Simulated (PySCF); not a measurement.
Bond stretch in CN, doublet. Each curve is given relative to its own lowest point near equilibrium.

| R / Å | A | B | C | D |
|---|---|---|---|---|
| 0.92 | 153.9 | 159.5 | 163.5 | 170.0 |
| 0.99 | 64.2 | 72.2 | 75.5 | 80.0 |
| 1.04 | 26.7 | 35.1 | 37.7 | 40.9 |
| 1.10 | 4.1 | 10.2 | 11.8 | 13.7 |
| 1.12 | 1.1 | 5.5 | 6.8 | 8.3 |
| 1.16 | 0.0 | 0.5 | 1.1 | 1.8 |
| 1.20 | 3.7 | 0.0 | 0.0 | 0.0 |
| 1.22 | 6.7 | 1.2 | 0.8 | 0.5 |
| 1.27 | 16.1 | 7.2 | 6.0 | 5.0 |
| 1.35 | 33.5 | 23.3 | 20.8 | 18.8 |
| 1.43 | 51.2 | 43.8 | 40.1 | — |

Energies in kcal/mol.

**Question.** Match the curves with the methods restricted open-shell PBE/6-31G in PySCF; restricted open-shell TPSSh/6-31G in PySCF; unrestricted PBE0/6-31G (PySCF 2.14.0); MP2 on UHF/6-31G, 2 core orbitals frozen run with PySCF.

**Answer.** A is UMP2; B is UKS-PBE0; C is ROKS-TPSSh; D is ROKS-PBE.

Dashes: no converged value, or the column stops at the first point that the program doubted or that broke a chosen test of continuity, which isn't proof of a fault.

The scan ran from 0.92 to 4.64 Å; beyond the distances shown one of the unrestricted levels run for this scan, shown here or not, changes its spin distribution in one step. The unrestricted determinant behind UMP2 is spin-contaminated at 1.04 to 1.43 Å (<S²> up to 2.1, against 0.75 for a pure doublet).
